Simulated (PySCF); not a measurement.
# [BF2]+ (SMILES F[B+]F): M06-2X/STO-3G

Aim: the vertical ionisation energy of [BF2]+ at M06-2X/STO-3G, from 2 runs. The job is set up through a Python script.

The calculation is run with PySCF 2.14.0.

7 further runs of the same task are left out: 7 set aside as unsound or not needed.

### Step 1. Starting point

[BF2]+: 3 atoms, total charge +1, spin state singlet. As SMILES, `F[B+]F`. Geometry: relaxed at GFN2-xTB.

Bond lengths: F1–B2 1.219 Å, B2–F3 1.219 Å. Angles: F1–B2–F3 179.9°.

### Step 2. A single-point energy at M06-2X/STO-3G

Input file input.py:

```python
# F[B+]F
from pyscf import gto, dft

mol = gto.Mole()
mol.atom = 'F 0.327370 1.133870 0.305680; B 0.000740 -0.000320 0.000370; F -0.328120 -1.133550 -0.306050'
mol.charge = 1
mol.basis = 'sto-3g'
mol.verbose = 3
mol.spin = 0
mol.max_memory = 1860
mol.build()

calc0 = dft.RKS(mol)
calc0.xc = 'm06-2x'
calc0.grids.level = 5
calc0.conv_tol = 1e-10
calc0.kernel()
if not calc0.converged:
    calc0 = calc0.newton().run(calc0.mo_coeff, calc0.mo_occ)

e_final = calc0.e_tot
print(f'total energy: {e_final:.8f} hartree')
```

Command:

```console
$ OMP_NUM_THREADS=1 python input.py
```

The program printed:

```text
converged SCF energy = -221.143757595459
total energy: -221.14375760 hartree
```

It took 2.4 s on 1 thread of Intel Xeon Platinum 8488C (Sapphire Rapids), shared host; peak memory 0.18 GiB.

### Step 3. Doublet [BF2]2+

Input file run.py:

```python
from pyscf import gto, dft

mol = gto.M(
    atom='''
F      0.618640     2.142704     0.577651
B      0.001398    -0.000605     0.000699
F     -0.620057    -2.142099    -0.578351
''',
    charge=2,
    max_memory=1860,
    unit='bohr',
    spin=1,
    verbose=3,
    basis='sto-3g',
)

ks = dft.UKS(mol, xc='m06-2x')
ks.conv_tol = 1e-10
ks.grids.level = 5
ks.kernel()
if not ks.converged:
    ks = ks.newton().run(ks.mo_coeff, ks.mo_occ)

e_tot = ks.e_tot
print('Final energy', e_tot)
```

Command:

```console
$ OMP_NUM_THREADS=1 python run.py
```

The program printed:

```text
WARN: HOMO -0.547960141577507 >= LUMO -0.547960141577508

converged SCF energy = -220.244520446743  <S^2> = 0.7932558  2S+1 = 2.0427979
Final energy -220.24452044674348
```

Run time: 4.5 s. Hardware: 1 thread of Intel Xeon Platinum 8488C (Sapphire Rapids), shared host; peak memory 0.2 GiB.

### Step 4. What came out

Level: M06-2X/STO-3G.

| quantity | value |
| --- | --- |
| singlet [BF2]+: total energy | -221.14376 Eh |
| singlet [BF2]+: HOMO energy | -21.68 eV |
| singlet [BF2]+: LUMO energy | -5.23 eV |
| singlet [BF2]+: HOMO–LUMO gap | 16.45 eV |
| doublet [BF2]2+: total energy | -220.24452 Eh |
| doublet [BF2]2+: HOMO energy (highest over α and β) | -34.23 eV |
| doublet [BF2]2+: LUMO energy (lowest over α and β) | -27.51 eV |
| doublet [BF2]2+: ⟨S²⟩ | 0.793 |
| vertical ionisation energy (to the doublet dication) | 24.469 eV |

**Reading.** Removing an electron at fixed nuclei costs 24.47 eV (564 kcal/mol). The negative HOMO energy of the first species, 21.68 eV, lies 2.79 eV below that difference. In a minimal basis such a difference can be off by several eV, whatever the method. Mulliken charges (singlet [BF2]+) run from +0.07 on F1 to +0.86 on B2. Mulliken charges (doublet [BF2]2+) run from +0.39 on F1 to +1.23 on B2; they depend strongly on the basis.
